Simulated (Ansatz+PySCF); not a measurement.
## singlet C₂: levels of theory in one basis

| atom | x (Å) | y (Å) | z (Å) |
| --- | --- | --- | --- |
| C | 0.0000 | 0.0000 | -1.8841 |
| C | 0.0000 | 0.0000 | 1.8841 |

Basis set: 6-31G (spherical functions). Frozen core: 2 orbitals. Charge 0, multiplicity 1.

Computed with Ansatz (development build ahead of 0.2.0); each method stands on the lowest determinant of its kind that the runs found. NEVPT2 correlates all electrons. Active spaces start from the frontier orbitals, and the lowest solution found is given.

```
                            method  E − E(RHF) (eV)  <S²> of the determinant
                               RHF             0.00                     0.00
                               UHF            -4.83                     2.00
                           RHF-MP2            -2.04                        –
                           UHF-MP2            -6.11                     2.00
                          RHF-CCSD            -3.45                        –
                       RHF-CCSD(T)            -3.54                        –
                       UHF-CCSD(T)            -6.87                     2.00
full CI (lowest root of this spin)            -6.88                        –
                       CASSCF(2,2)            -0.80                        –
                    SC-NEVPT2(8,8)            -6.52                        –
                    SC-NEVPT2(2,2)            -2.55                        –
```

**Question.** What does CASSCF(8,8) give on the same scale?

**Answer.** -5.80 eV.

At such a shape the full CI root can have another spatial symmetry than the determinants, so the rows needn't describe one state.

**Question.** Is a single determinant a sound starting point here?

**Answer.** It is doubtful. Unrestricted orbitals lower Hartree–Fock by 4.83 eV and <S²> is 2.00 where a pure state has 0.00, a sign of strong static correlation. The CASSCF(8,8) natural occupations are 1.96, 1.95, 1.07, 1.02, 0.98, 0.93, 0.04, 0.04. The CASSCF(2,2) natural occupations are 1.00, 1.00.

Caution for RHF, RHF-MP2, RHF-CCSD, RHF-CCSD(T): an unrestricted determinant lies well below. Caution for RHF, UHF, RHF-MP2, UHF-MP2, RHF-CCSD, RHF-CCSD(T), UHF-CCSD(T): the determinant breaks the point group. Caution for UHF, UHF-MP2, UHF-CCSD(T): the unrestricted determinant is a mixture of spin states. Caution for RHF-MP2, RHF-CCSD, RHF-CCSD(T): large amplitudes, a single reference is doubtful. Caution for RHF-MP2, UHF-MP2: another reference gives a lower total. Caution for UHF-MP2, UHF-CCSD(T): bonds are stretched, where a single reference can fail. Caution for RHF-CCSD(T): the program finds a lower state of this spin; the program doubts this total. Caution for CASSCF(2,2): other starts end on other solutions of this active space.
